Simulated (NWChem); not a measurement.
System: NO2, doublet; SMILES [O]N=O

Here is an NWChem input.

```
start job
memory heap 200 mb stack 900 mb global 1100 mb
geometry units angstroms noautoz
  O     -1.092926     0.000000    -0.138541
  N      0.000000     0.000000     0.313987
  O      1.092926     0.000000    -0.138541
end
basis spherical
  * library def2-svpd
end
dft
  odft
  mult 2
  xc xwpbe 0.80 cpbe96 1.0 hfexch 1.00
  cam 0.2 cam_alpha 0.2 cam_beta 0.8
  iterations 150
end
tddft
  cis
  nroots 6
end
task tddft energy
```

In the optimisation the excess spin sits in a1 (C2v, its own frame). The geometry was optimised at PBE0/def2-SVP, spin-unrestricted. No stability test was run on the SCF state.

Vertical excitations in the gas phase. Excited states of an open shell can be spin-contaminated.

Problem. Give the results of this calculation. (LRC-wPBEh/def2-SVPD, spin-unrestricted, TDA.) Quantities: lowest excitation (eV); oscillator strength of that lowest state; lowest empty minus highest occupied level, either spin (eV).

Solution. 
```yaml
lowest excitation (eV): 2.97
oscillator_strength_of_that_lowest_state: 0.001
lowest empty minus highest occupied level, either spin (eV): 8.24
```
